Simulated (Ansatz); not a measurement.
HCP, singlet: the ladder up to full CI

Geometry: a point of a stretch scan, not a stationary point.

```xyz
3

C     0.0000    0.0000   -0.2608
P     0.0000    0.0000   -1.7914
H     0.0000    0.0000    2.0522
```

Basis 6-31G; Ansatz 0.2.0. Only valence electrons are correlated (noble-gas cores frozen), which leaves 10 electrons in 18 orbitals. Prefix R: restricted or restricted open-shell reference; prefix U: unrestricted. Active spaces: valence = (10e, 9o) chosen from the atoms' valence shells; pair = (2e, 2o) about the gap.

Full CI is exact within this basis and frozen core; it isn't the basis-set limit. The frozen core follows each run's orbitals, which can shift R against U totals by a few meV.

Unrestricted rows (U) aren't spin-pure: their determinants' ⟨S²⟩ exceeds S(S+1) by up to 1.75, so they mix in states of higher spin.

```
UHF ⟨S²⟩                          : 1.755
T1 diagnostic (RCCSD)             : 0.0335
largest doubles amplitude (RCCSD) : 0.388
```

```
    level  E − E(RHF) (eV)
      UHF          -2.7316
     RMP2          -5.9473
     UMP2          -5.1986
   RCCSD*          -6.6772
   UCCSD*          -6.5919
RCCSD(T)*          -7.1072
UCCSD(T)*          -6.7567
```

**Question.** Estimate how far full CI in 6-31G lies from RCCSD(T). The table doesn't fix it; the size of (T) and the diagnostics are the guide.

**Answer.** Full CI in 6-31G lies 1.9 kJ/mol above RCCSD(T), which is 4 % of the (T) step (-41.5 kJ/mol). (T) overshoots here: it takes the energy past the reference.

The other levels:

| level | E − E(full CI) (kJ/mol) | share of correlation (%) | wall time |
| --- | --- | --- | --- |
| CISD | 133.3 | 80.51 | 0.54 s |
| BCCD(T)* | -1.6 | 100.23 | 0.63 s |
| RCCSDT* | 3.2 | 99.53 | – |
| UCCSDT* | 15.2 | 97.77 | – |
| CISDTQ | 14.8 | 97.84 | 3.1 s |
| RCCSDT(Q)* | -1.7 | 100.25 | 1.3 s |
| UCCSDT(Q)* | 7.6 | 98.89 | 6 s |
| RCCSDTQ* | 0.8 | 99.89 | 10 s |
| CASSCF (pair space) | 463.2 | 32.27 | – |
| NEVPT2 (pair space) | 41.2 | 93.97 | 0.27 s |
| MRCISD (pair space) | 60.9 | 91.09 | – |
| MRCISD+Q (pair space) | 9.9 | 98.55 | 0.42 s |
| CASSCF (valence space) | 110.3 | 83.87 | – |
| NEVPT2 (valence space) | 30.1 | 95.60 | 3.2 s |
| NEVPT4(SD) (valence space) | 4.3 | 99.37 | 4.4 s |
| MRCISD (valence space) | 3.9 | 99.43 | – |
| MRCISD+Q (valence space) | 1.3 | 99.81 | 4.6 s |

An asterisk marks runs whose energy the program itself flagged as in doubt.

The correlation energy at full CI, counted from RHF, is -7.088 eV. That run took 2.3 min on 1 thread of Arm Neoverse V1, shared host over 18,367,552 determinants.

Times hold each run's SCF and search for its determinant on a shared host, so for small cases they say little of a method's own cost; they ran on 1 thread of Arm Neoverse V1. Some runs computed forces too.

Not variational, and here over 5 meV under the exact energy: RCCSD(T), BCCD(T), RCCSDT(Q).

The full-CI state has the irrep A1 of C2v, in the program's axes (one component, if the state is degenerate).

Natural occupations of full CI about the gap: 1.982 1.948 1.884 1.884 1.600 0.408 0.115 0.115 0.026 0.009; effectively unpaired electrons, Σ n²(2−n)², 1.04. No single determinant describes this state well, so single-reference rows can miss without a flag.
